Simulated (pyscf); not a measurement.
Optimised with ωB97X-D3(BJ)/def2-SVP in PySCF.

**Question.** Estimate the classical barrier height and the reaction energy of [HAl–Cl]• (SMILES [AlH][Cl]) + H₂ (SMILES [H][H]) -> H₂Al–Cl (SMILES [AlH2][Cl]) + H• (SMILES [H]) at ωB97M-D3(BJ)/def2-TZVP. The step runs on the doublet surface, breaks H–H and forms Al–H; take the separated reactants as zero.

**Answer.** ΔE‡ = 96.1 kJ/mol, ΔE = +81.9 kJ/mol. Zero-point energy shifts the barrier by -6.1 kJ/mol. It is a hydrogen abstraction, with an imaginary mode of 751i cm⁻¹. This is the saddle that the search found; another between the same sides may lie lower. The angle at the transferred H is 178°.
